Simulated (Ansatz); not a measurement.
Results of PBE-D4 (PAW; Ansatz, a quantum-chemistry and plane-wave program) for 1T (CdI2-type) TiTe₂.

Numerical settings: plane-wave cutoff 520 eV, 18×18×10 k mesh (along the axes of the cell as run), Fermi–Dirac smearing 0.05 eV, no spin polarisation, scalar-relativistic PAW data made under PBE.

The cell is scaled about its equilibrium volume:

Shape and atoms are relaxed at each volume.

```
V (Å³/atom)  P (GPa)  c (Å)  a (Å)
-----------  -------  -----  -----
24.699          1.78  6.324  3.678
25.214          0.81  6.379  3.700
25.728          0.00  6.442  3.719
26.243         -0.69  6.509  3.737
26.758         -1.22  6.588  3.751
```

Note: the bulk modulus comes from volumes at which shape and atoms were relaxed.
